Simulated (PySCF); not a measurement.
Basis-set dependence of population analyses: `CP(C)(C)=S`

Compound: C3H9PS.
Cartesian coordinates in Å at the PBE0-D3(BJ)/def2-SVP level; atoms count from 1:
```xyz
14
C3H9PS angstrom
C     -0.2149    1.5567   -0.5676
P      0.2315    0.1576    0.5126
C      1.3290   -0.8722   -0.5153
C     -1.3043   -0.8151    0.6492
S      0.9978    0.6831    2.2257
H     -0.6429    1.2181   -1.5234
H     -0.9391    2.1881   -0.0338
H      0.6904    2.1524   -0.7518
H      1.5835   -1.7790    0.0516
H      0.8582   -1.1468   -1.4715
H      2.2559   -0.3113   -0.7008
H     -1.7045   -1.0921   -0.3379
H     -2.0432   -0.2165    1.2002
H     -1.0892   -1.7202    1.2346
```

PBE0 throughout (PySCF), one geometry, spherical d and f functions. Geometry: PBE0-D3(BJ)/def2-SVP; no solvent, vibrations or thermal averaging. Atoms taken as equivalent share a column and are averaged.

Mulliken charges (e):

| basis | functions | C1/C3/C4 | P2 | S5 | H6 (×9) |
| --- | --- | --- | --- | --- | --- |
| STO-3G | 42 | -0.367 | +0.649 | -0.367 | +0.091 |
| 6-31G | 71 | -0.733 | +0.515 | -0.282 | +0.218 |
| 6-31G* | 96 | -0.711 | +0.536 | -0.369 | +0.218 |
| def2-SVP | 123 | -0.196 | +0.231 | -0.407 | +0.085 |
| 6-311+G(2d,p) | 205 | -0.417 | -0.170 | -0.205 | +0.181 |
| def2-TZVP | 221 | -0.392 | +0.331 | -0.464 | +0.145 |

IAO charges (e):

```json
{"basis": "STO-3G", "functions": "42", "C1/C3/C4": "-0.566", "P2": "+0.860", "S5": "-0.450", "H6 (×9)": "+0.143"}
{"basis": "6-31G", "functions": "71", "C1/C3/C4": "-0.642", "P2": "+0.970", "S5": "-0.623", "H6 (×9)": "+0.175"}
{"basis": "6-31G*", "functions": "96", "C1/C3/C4": "-0.652", "P2": "+1.117", "S5": "-0.653", "H6 (×9)": "+0.166"}
{"basis": "def2-SVP", "functions": "123", "C1/C3/C4": "-0.643", "P2": "+1.123", "S5": "-0.637", "H6 (×9)": "+0.160"}
{"basis": "6-311+G(2d,p)", "functions": "205", "C1/C3/C4": "-0.671", "P2": "+1.157", "S5": "-0.661", "H6 (×9)": "+0.169"}
{"basis": "def2-TZVP", "functions": "221", "C1/C3/C4": "-0.676", "P2": "+1.173", "S5": "-0.662", "H6 (×9)": "+0.168"}
```

Hirshfeld charges (e):

```csv
basis,functions,C1/C3/C4,P2,S5,H6 (×9)
STO-3G,42,-0.090,+0.486,-0.419,+0.023
6-31G,71,-0.140,+0.360,-0.416,+0.053
6-31G*,96,-0.138,+0.323,-0.398,+0.054
def2-SVP,123,-0.155,+0.368,-0.369,+0.052
"6-311+G(2d,p)",205,-0.159,+0.330,-0.350,+0.055
def2-TZVP,221,-0.160,+0.331,-0.351,+0.056
```

ESP-fitted charges (e):

```
        basis  functions  C1/C3/C4      P2      S5  H6 (×9)
       STO-3G         42    -0.621  +0.895  -0.506   +0.164
        6-31G         71    -0.675  +0.610  -0.519   +0.215
       6-31G*         96    -0.661  +0.547  -0.463   +0.211
     def2-SVP        123    -0.617  +0.597  -0.456   +0.190
6-311+G(2d,p)        205    -0.670  +0.544  -0.441   +0.212
    def2-TZVP        221    -0.680  +0.582  -0.443   +0.211
```

Some averages cover members that differ in this geometry, most widely: H6 (×9), Mulliken in 6-31G +0.199 to +0.228; H6 (×9), Mulliken in 6-31G* +0.200 to +0.228; H6 (×9), Mulliken in 6-311+G(2d,p) +0.163 to +0.189 e.

**Question.** Which scheme is steadiest as the basis changes?

**Answer.** Largest range over the bases for any column: Hirshfeld 0.16 e, IAO 0.31 e, ESP-fitted 0.35 e, Mulliken 0.82 e. Hirshfeld charges move least and Mulliken charges most, counted in e. Without the minimal STO-3G basis the ranges are Hirshfeld 0.07, IAO 0.20, ESP-fitted 0.08, Mulliken 0.71 e.

**Question.** How much do the charges still move between the two largest bases, 6-311+G(2d,p) and def2-TZVP?

**Answer.** At most, over all atoms: Mulliken 0.500 e, IAO 0.016 e, Hirshfeld 0.001 e, ESP-fitted 0.038 e.

**Question.** What do the same runs give for the total energy, the frontier levels and the dipole moment?

**Answer.** 
```
        basis  energy (Eh)  HOMO (eV)  LUMO (eV)  μ (D)
       STO-3G    -849.1794      -1.17       6.86   4.29
        6-31G    -858.7536      -6.05       1.68   5.65
       6-31G*    -858.8646      -6.13       1.70   5.18
     def2-SVP    -858.5878      -6.04       1.20   4.75
6-311+G(2d,p)    -858.9688      -6.31      -0.29   4.95
    def2-TZVP    -858.9841      -6.27       0.64   4.82
```

The dipole is fixed by the density alone, so its range of 1.36 D shows that the density itself changes with the basis, not only its division among atoms.
